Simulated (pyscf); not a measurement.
Single points on ωB97X-D3(BJ)/def2-SVP structures (PySCF, gas phase).

Question: Estimate the classical barrier height and the reaction energy of Cl–C•(Cl)–Cl (SMILES Cl[C](Cl)Cl) + HF (SMILES F) → F–C•(Cl)–Cl (SMILES F[C](Cl)Cl) + HCl (SMILES Cl) at ωB97M-D3(BJ)/def2-TZVP. The step runs on the doublet surface, breaks C–Cl, F–H and forms C–F, Cl–H; take the separated reactants as zero.

Answer: ΔE‡ = 2.07 eV, ΔE = +0.04 eV. Zero-point energy shifts the barrier by 0.00 eV. It is a four-centre exchange, with an imaginary mode of 358i cm⁻¹. One saddle was located; it need not be the lowest between these sides.
